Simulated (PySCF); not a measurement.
# What binds NaO: the parts of the energy along the bond

State: ²Π, doublet, unpaired electrons π ↑. ROHF-based CCSD(T) in PySCF 2.14 with Na cc-pCVDZ, O aug-cc-pVDZ and Na cc-pCVTZ, O aug-cc-pVTZ (frozen core orbitals: 2; no relativity). Correlation energies are extrapolated as n⁻³ (n = 2, 3), Hartree–Fock as (n+1)·exp(−9√n). CV is the change on freezing 1 orbitals instead, in Na cc-pCVTZ, O cc-pwCVTZ. SR is the spin-free X2C energy in Na cc-pCVTZ-DK, O cc-pVTZ-DK less the non-relativistic one in Na cc-pCVTZ, O cc-pVTZ. All energies in eV from Na + O.

```tsv
R (Å)	HF/CBS	CCSD corr.	(T)	CV	SR	total
1.8101	-0.573	-1.624	-0.1344	-0.0068	0.0060	-2.332
1.8924	-0.805	-1.621	-0.1369	-0.0059	0.0073	-2.561
1.9747	-0.916	-1.622	-0.1399	-0.0052	0.0082	-2.675
2.0569	-0.943	-1.626	-0.1434	-0.0046	0.0089	-2.708
2.1392	-0.911	-1.632	-0.1472	-0.0041	0.0094	-2.684
2.2421	-0.815	-1.641	-0.1522	-0.0036	0.0098	-2.602
2.3449	-0.679	-1.651	-0.1574	-0.0032	0.0100	-2.481
```

A fit to the total gives Re = 2.0591 Å, De = 2.708 eV, ωe = 485.3 cm⁻¹, Be = 0.4215 cm⁻¹ (masses 22.9898 and 15.9949 u).

Question: At R = 2.0569 Å the CCSD correlation energy is -0.376171 hartree in the smaller basis and -0.496274 in the larger. Extrapolate it.

Answer: (3³·E3 − 2³·E2)/(3³ − 2³) = -0.54684 hartree; the larger basis holds 90.8 % of it.

The T1 diagnostic is 0.021. Spin–orbit coupling, excitations beyond (T) and corrections to the Born–Oppenheimer picture are left out.
